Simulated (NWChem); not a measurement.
# C2H4FO (SMILES [O]CCF) at U-r2SCAN0/x2c-SVPall-2c (DKH2), part 2 of 2

NWChem 7.3.0.

### Step 3. The charge distribution at U-r2SCAN0/x2c-SVPall-2c (DKH2, SMD dmf)

c2h4fo.nw reads:

```
start c2h4fo
memory 2200 mb
geometry noautosym nocenter noautoz
  O    -1.112700    1.381900   -0.100600
  C     0.022800    0.703900    0.201100
  C     0.021100   -0.764600   -0.150900
  F     0.108000   -0.917200   -1.519200
  H     0.196200    0.830100    1.288200
  H     0.884800    1.215700   -0.264500
  H    -0.906900   -1.234800    0.187000
  H     0.879000   -1.272100    0.303300
end
basis spherical bse
  * library x2c-SVPall-2c
end
relativistic
  douglas-kroll dkh
end
cosmo
  do_cosmo_smd true
  solvent dmf
end
dft
  xc r2scan0
  mult 2
  grid fine
  iterations 100
  mulliken
  print medium
end
property
  quadrupole
  mulliken
  octupole
  efield
end
task dft property
```

Started as:

```
$ nwchem c2h4fo.nw > c2h4fo.out
```

What it wrote:

```text
Northwest Computational Chemistry Package (NWChem) 7.3.0
             --------------------------------------------------------

           Job information
           ---------------

    nwchem branch   = 7.3.0
    use scalapack   = T
    input           = c2h4fo.nw
    prefix          = c2h4fo.
    data base       = ./c2h4fo.db
    status          = startup
    nproc           =        1

           Memory information
           ------------------

    heap     =     72089596 doubles =      550.0 Mbytes
    stack    =     72089601 doubles =      550.0 Mbytes
    global   =    144179200 doubles =     1100.0 Mbytes (distinct from heap & stack)
    total    =    288358397 doubles =     2200.0 Mbytes
    verify   = yes
    hardfail = no

           Directory information
           ---------------------

  0 permanent = .
  0 scratch   = .

                                NWChem Input Module
                                -------------------

 Scaling coordinates for geometry "geometry" by  1.889725989
 (inverse scale =  0.529177249)

                             Geometry "geometry" -> ""
                             -------------------------

 Output coordinates in angstroms (scale by  1.889725989 to convert to a.u.)

  No.       Tag          Charge          X              Y              Z
 ---- ---------------- ---------- -------------- -------------- --------------
    1 O                    8.0000    -1.11270000     1.38190000    -0.10060000
    2 C                    6.0000     0.02280000     0.70390000     0.20110000
    3 C                    6.0000     0.02110000    -0.76460000    -0.15090000
[... 4 lines of this table left out ...]
    8 H                    1.0000     0.87900000    -1.27210000     0.30330000

      Atomic Mass
      -----------

      O                 15.994910
      C                 12.000000
      F                 18.998400
      H                  1.007825

 Effective nuclear repulsion energy (a.u.)     121.4007392014

            Nuclear Dipole moment (a.u.)
            ----------------------------
        X                 Y               Z
 ---------------- ---------------- ----------------
   -12.4969469351     3.7323978000   -23.9284663578

            XYZ format geometry
            -------------------
     8
 geometry
 O                    -1.11270000     1.38190000    -0.10060000
 C                     0.02280000     0.70390000     0.20110000
 C                     0.02110000    -0.76460000    -0.15090000
[... 4 lines of this table left out ...]
 H                     0.87900000    -1.27210000     0.30330000

 ==============================================================================
                                internuclear distances
 ------------------------------------------------------------------------------
       center one      |      center two      | atomic units |  angstroms
 ------------------------------------------------------------------------------
    2 C                |   1 O                |     2.56340  |     1.35649
    3 C                |   2 C                |     2.85367  |     1.51010
    4 F                |   3 C                |     2.60692  |     1.37952
    5 H                |   2 C                |     2.09392  |     1.10805
    6 H                |   2 C                |     2.08878  |     1.10534
    7 H                |   3 C                |     2.06703  |     1.09382
    8 H                |   3 C                |     2.06996  |     1.09537
 ------------------------------------------------------------------------------
                         number of included internuclear distances:          7
 ==============================================================================

 ==============================================================================
                                 internuclear angles
 ------------------------------------------------------------------------------
        center 1       |       center 2       |       center 3       |  degrees
 ------------------------------------------------------------------------------
    1 O                |   2 C                |   3 C                |   115.67
    1 O                |   2 C                |   5 H                |   106.99
    1 O                |   2 C                |   6 H                |   109.13
    3 C                |   2 C                |   5 H                |   109.85
    3 C                |   2 C                |   6 H                |   110.67
    5 H                |   2 C                |   6 H                |   103.80
    2 C                |   3 C                |   4 F                |   109.80
    2 C                |   3 C                |   7 H                |   110.30
    2 C                |   3 C                |   8 H                |   110.67
    4 F                |   3 C                |   7 H                |   108.20
    4 F                |   3 C                |   8 H                |   108.10
    7 H                |   3 C                |   8 H                |   109.71
 ------------------------------------------------------------------------------
                            number of included internuclear angles:         12
 ==============================================================================

 Summary of "ao basis" -> "" (spherical)
 ------------------------------------------------------------------------------
       Tag                 Description            Shells   Functions and Types
 ---------------- ------------------------------  ------  ---------------------
 *                       x2c-SVPall-2c                on all atoms

Douglas-Kroll integrals are switched on !

[... 7 lines left out ...]
  convergence criterion.
[... 98 lines left out ...]
  convergence criterion.
[... 15 lines left out ...]
          Convergence on energy requested:  1.00D-07
          Convergence on density requested:  1.00D-05
          Convergence on gradient requested:  5.00D-04
[... 21 lines left out ...]
          Spatial weights used:  Erf1
[... 1 line left out ...]
          Convergence Information
[... 1 line left out ...]
          Convergence aids based upon iterative change in
          total energy or number of iterations.
[... 67 lines left out ...]
   convergence    iter        energy       DeltaE   RMS-Dens  Diis-err    time
[... 18 lines left out ...]
   convergence    iter        energy       DeltaE   RMS-Dens  Diis-err    time
[... 8 lines left out ...]
         Total DFT energy =     -253.422723751793
      One electron energy =     -588.639863691134
           Coulomb energy =      245.238556031252
    Exchange-Corr. energy =      -31.251192272428
 Nuclear repulsion energy =      121.400739201363
[... 1 line left out ...]
             COSMO energy =       -0.170963020846
[... 10 lines left out ...]
                               delta internal energy  =         0.001597572884 (    1.00 kcal/mol)
[... 6 lines left out ...]
                    DFT Final Alpha Molecular Orbital Analysis
[... 538 lines left out ...]
                     DFT Final Beta Molecular Orbital Analysis
[... 700 lines left out ...]
          ---------------
          Octupole Moment
          ---------------

 Center of charge (in au) is the expansion point
         X =      -0.3786954 Y =       0.1131030 Z =      -0.7251050

   Third moments in atomic units

   Component  Electronic+nuclear     Point charges             Total
  --------------------------------------------------------------------------
      XXX           3.3514132245         -0.0000000000          3.3514132245
      YYY          -9.4169631475         -0.0000000000         -9.4169631475
      ZZZ          -1.1329861953         -0.0000000000         -1.1329861953
[... 6 lines of this table left out ...]
      XYZ          -0.1865666279          0.0000000000         -0.1865666279

   Third moments in 10**(-34) esu*cm**3

   Component  Electronic+nuclear     Point charges             Total
  --------------------------------------------------------------------------
      XXX           2.3851605749         -0.0000000000          2.3851605749
      YYY          -6.7019396685         -0.0000000000         -6.7019396685
      ZZZ          -0.8063326794         -0.0000000000         -0.8063326794
[... 6 lines of this table left out ...]
      XYZ          -0.1327772303          0.0000000000         -0.1327772303

   Octupole moments in atomic units

   Component  Electronic+nuclear     Point charges             Total
  --------------------------------------------------------------------------
      XXX          -3.1137728505         -0.0000000000         -3.1137728505
      YYY          -7.7738949727         -0.0000000000         -7.7738949727
      ZZZ           2.9593401174         -0.0000000000          2.9593401174
[... 6 lines of this table left out ...]
      XYZ          -0.4664165698          0.0000000000         -0.4664165698

   Octupole moments in 10**(-34) esu*cm**3

   Component  Electronic+nuclear     Point charges             Total
  --------------------------------------------------------------------------
      XXX          -2.2160347724         -0.0000000000         -2.2160347724
      YYY          -5.5325877653         -0.0000000000         -5.5325877653
      ZZZ           2.1061268495         -0.0000000000          2.1061268495
[... 6 lines of this table left out ...]
      XYZ          -0.3319430757          0.0000000000         -0.3319430757

 1 a.u. = 0.711688 10**(-34) esu*cm**3

          ----------------------------
          Mulliken population analysis
          ----------------------------

 Alpha Spin S,P,D,... shell population
 --------------------------------
    Atom          S        P        D
 --------------------------------------------------------------------------------------
     1 O      1.95434   2.63616   0.00593
     2 C      1.51924   1.36730   0.03767
     3 C      1.52153   1.32368   0.03425
[... 4 lines of this table left out ...]
     8 H      0.45797   0.01228   0.00000

          ----- Alpha Spin gross population on atoms ----

              1  O    8.0     4.59643
              2  C    6.0     2.92420
              3  C    6.0     2.87946
[... 4 lines of this table left out ...]
              8  H    1.0     0.47026

 Beta Spin  S,P,D,... shell population
 --------------------------------
    Atom          S        P        D
 --------------------------------------------------------------------------------------
     1 O      1.93646   1.73386   0.00608
     2 C      1.54612   1.44768   0.02865
     3 C      1.51891   1.31781   0.03419
[... 4 lines of this table left out ...]
     8 H      0.46048   0.01232   0.00000

          ----- Beta Spin  gross population on atoms ----

              1  O    8.0     3.67640
              2  C    6.0     3.02245
              3  C    6.0     2.87091
[... 4 lines of this table left out ...]
              8  H    1.0     0.47281

 Total      S,P,D,... shell population
 --------------------------------
    Atom          S        P        D
 --------------------------------------------------------------------------------------
     1 O      3.89080   4.37002   0.01201
     2 C      3.06535   2.81498   0.06632
     3 C      3.04045   2.64148   0.06844
[... 4 lines of this table left out ...]
     8 H      0.91845   0.02461   0.00000

          ----- Total      gross population on atoms ----

              1  O    8.0     8.27283
              2  C    6.0     5.94665
              3  C    6.0     5.75037
[... 4 lines of this table left out ...]
              8  H    1.0     0.94306

          ----- Atomic spin population -----

              1  O    8.0     0.92002
              2  C    6.0    -0.09825
              3  C    6.0     0.00855
[... 4 lines of this table left out ...]
              8  H    1.0    -0.00255

          ----- Bond indices -----
  1- 1   0.00000  1- 2   1.13046  1- 3  -0.00210  1- 4   0.00222  1- 5   0.04695  1- 6   0.03795  1- 7   0.00980  1- 8   0.01340
  2- 1   1.13046  2- 2   0.00000  2- 3   1.03387  2- 4   0.01025  2- 5   0.90211  2- 6   0.91646  2- 7   0.00820  2- 8   0.01198
  3- 1  -0.00210  3- 2   1.03387  3- 3   0.00000  3- 4   0.91104  3- 5   0.00513  3- 6  -0.00077  3- 7   0.95374  3- 8   0.95312
[... 4 lines of this table left out ...]
  8- 1   0.01340  8- 2   0.01198  8- 3   0.95312  8- 4   0.01121  8- 5  -0.00014  8- 6  -0.00086  8- 7  -0.00441  8- 8   0.00000

 Large bond indices
 ------------------
  1   O -  2   C    1.13046
  2   C -  3   C    1.03387
  2   C -  5   H    0.90211
  2   C -  6   H    0.91646
  3   C -  4   F    0.91104
  3   C -  7   H    0.95374
  3   C -  8   H    0.95312

                                                                Free electrons             Valency
                              Number of         Sum of          + Bond indices         - Bond indices
                Valency     Free electrons    Bond indices     =Mulliken charge     = Net spin population
     1  O       2.02236        7.03416          1.23866           8.27283                 0.78370
     2  C       4.01879        1.93333          4.01332           5.94665                 0.00546
     3  C       3.85411        1.89634          3.85403           5.75037                 0.00008
[... 4 lines of this table left out ...]
     8  H       0.98430       -0.04123          0.98429           0.94306                 0.00001
 scftyp:UHF
 theory:dft

          --------------
          Electric field
          --------------

 1 a.u. = 0.171524 10**(-8) dyn/esu

   Atom       X         Y         Z                        Electric field (a.u.)
                                              X              Y              Z           Field
  ------------------------------------------------------------------------------------------------
    1 O   -2.10270   2.61141  -0.19011      -0.055335       0.035137      -0.013785       0.066982
    2 C    0.04309   1.33018   0.38002       0.024330      -0.003360       0.008351       0.025942
    3 C    0.03987  -1.44488  -0.28516      -0.003211      -0.005531       0.038742       0.039266
[... 4 lines of this table left out ...]
    8 H    1.66107  -2.40392   0.57315       0.009960      -0.006042       0.003888       0.012281

 Task  times  cpu:       38.4s     wall:       38.4s
 Total times  cpu:       38.4s     wall:       38.4s
```

Wall time 39 s (1 thread of AMD EPYC 9R45 (Zen 5), shared host); peak memory 0.12 GiB.

Atomic charges (e):

| atom | Mulliken | Löwdin |
| --- | --- | --- |
| O1 | -0.273 | -0.110 |
| C2 | +0.053 | +0.000 |
| C3 | +0.250 | +0.110 |
| F4 | -0.340 | -0.180 |
| H5 | +0.108 | +0.070 |
| H6 | +0.091 | +0.050 |
| H7 | +0.054 | +0.030 |
| H8 | +0.057 | +0.030 |

### Step 4. Outcome

What follows sums up all 2 parts.

At U-r2SCAN0/x2c-SVPall-2c (DKH2):

| quantity | value |
| --- | --- |
| gas phase: total energy | -253.41222 Eh |
| gas phase: ⟨S²⟩ | 0.755 |
| SMD, dmf: total energy | -253.42272 Eh |
| SMD, dmf: dipole moment | 3.47 D |
| SMD, dmf: HOMO energy (highest over α and β) | -7.78 eV |
| SMD, dmf: LUMO energy (lowest over α and β) | -2.75 eV |
| SMD, dmf: solvent term in the energy | -27.6 kJ/mol |
| SMD, dmf: ⟨S²⟩ | 0.755 |
| energy change from gas to solvent at fixed shape | -0.286 eV |

In words: The solvent model (SMD, dmf) lowers the energy by 0.29 eV (−27.6 kJ/mol) at the same shape.
